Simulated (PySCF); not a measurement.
Gas-phase reaction: 6 vinylsilane → 6 CH3SiH + C4H10 (isobutane) + C2H2 (acetylene)

Method: PySCF energies plus ideal-gas RRHO corrections (1 bar). † marks an energy on the PBE0/def2-TZVP geometry and frequencies; other levels use their own. MP2 freezes the core. 6-31G* has spherical d functions here. All species are closed-shell singlets. B3LYP is the form with VWN-RPA correlation. CH3SiH: computed as isolated molecules; such fragments, hydroxides, amides, oligomers or adducts are transient or little studied in the gas. MP2 isn't extrapolated to the basis-set limit; its ΔH°(298 K) is 797.6 kJ in def2-SVP and 824.2 kJ in def2-TZVPP. The harmonic model lacks anharmonicity and excited electronic states, which grow with temperature; levels with a mode under 35 cm⁻¹ are left out. Internal rotation in vinylsilane, CH3SiH, C4H10 (isobutane) is treated as a harmonic vibration of one conformer, which makes the entropy rough.

ΔH° and ΔS° at 298 K: B3LYP/6-31G* 747 kJ, 336 J/K; B3LYP/def2-TZVP† 788 kJ, 342 J/K; BLYP/def2-TZVP† 765 kJ, 342 J/K; HF/6-31G* 766 kJ, 332 J/K; MP2/def2-TZVPP† 824 kJ, 342 J/K; PBE/def2-SVP 770 kJ, 347 J/K.

Problem. With the heat capacities included, give log10 K (1 bar) at 500, 600, 1200, 1400, 2000 K from B3LYP/6-31G*, B3LYP/def2-TZVP†, BLYP/def2-TZVP†, HF/6-31G*, MP2/def2-TZVPP†, PBE/def2-SVP.

Solution. 
```tsv
T (K)	B3LYP/6-31G*	B3LYP/def2-TZVP†	BLYP/def2-TZVP†	HF/6-31G*	MP2/def2-TZVPP†	PBE/def2-SVP
500	-60.5	-64.4	-62.0	-62.6	-68.2	-62.3
600	-47.5	-50.7	-48.7	-49.2	-53.9	-49.0
1200	-15.5	-16.9	-15.9	-16.4	-18.5	-16.0
1400	-11.1	-12.2	-11.3	-11.8	-13.5	-11.4
2000	-3.2	-3.9	-3.3	-3.8	-4.9	-3.3
```
